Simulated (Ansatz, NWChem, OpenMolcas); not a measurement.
**Correcting a cheap level on N-containing molecules**

The dipole moment in D of 8 N-containing molecules: x at HF/3-21G, y as measured (NIST CCCBDB). Shapes, held fixed at every level: PBE0-D4/def2-TZVP; PN at the measured bond length. Programs: Ansatz 0.2.0, NWChem 7.3.0, OpenMolcas 26.06. A level may come from different programs for different species; with the same settings they agree closely.

```
               molecule  x (D)  y (D)
       C3H3NO (oxazole)   1.60   1.50
     CH5N (methylamine)   1.70   1.31
     CH3N (methanimine)   2.29   2.00
PN (phosphorus nitride)   2.38   2.75
C2H3N (isocyanomethane)   3.49      ?
   C2H3N (acetonitrile)   3.89   3.92
  C3HN (cyanoacetylene)   3.92   3.72
  C3H3N (acrylonitrile)   4.06   3.87
```

Problem. Fit y = c + s·x to the known rows and predict y for C2H3N (isocyanomethane).

Solution. 
1. Means of the 7 rows: x = 2.8343, y = 2.724.
2. Σ(Δx)² = 7.1084, Σ(Δx·Δy) = 7.2456, so the slope is 7.2456/7.1084 = 1.0193.
3. Intercept: 2.724 − (1.0193) × 2.8343 = -0.165. The largest residual of the fit is 0.49.
4. C2H3N (isocyanomethane): -0.165 + 1.0193 × 3.49 = 3.39 D.

The measured value is 3.85 D, so the prediction is off by -0.46 D, within the largest residual. Uncorrected, HF/3-21G misses C2H3N (isocyanomethane) by -0.36 D, and the other rows by 0.22 on average. The line makes this one worse. Left out in turn, the other rows are missed by 0.25 D on average, worse than no correction.
